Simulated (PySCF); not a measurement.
# C3H4FNO: the cost of one run

Programs: PySCF 2.14.0, with routines of our own; each step states its level. All values are computed. Atoms count from 0.

## 1. The system as given

10 atoms, charge 0, multiplicity 1; geometry from: GFN2-xTB.

## 2. Geometry optimisation at CAM-B3LYP/6-31G*

The job: settings as JSON, then the geometry in Å.

```
{"job": {"xc": "CAM-B3LYP", "basis": "6-31G*", "grid": 1, "kind": "geom"}, "charge": 0, "multiplicity": 1}
N     -1.337632    -0.622671     0.046038
C     -0.754917     0.563131    -0.076725
F     -1.601404     1.597163    -0.204606
C      0.591765     0.769726    -0.080040
C      1.472495    -0.342446     0.058840
O      1.125265    -1.511336     0.187290
H     -0.676484    -1.400294     0.144702
H     -2.336566    -0.723829     0.044725
H      0.982056     1.764739    -0.187545
H      2.544305    -0.089529     0.044793
```

Command:

```
OMP_NUM_THREADS=1 python excited_run.py task.json out
```

The driver reads the jobs from task.json and runs them one after another.

Q: Estimate the wall time and peak memory of this first job on 1 thread of Arm Neoverse V1, shared host.

About 46 s, with a peak of 0.5 GiB.
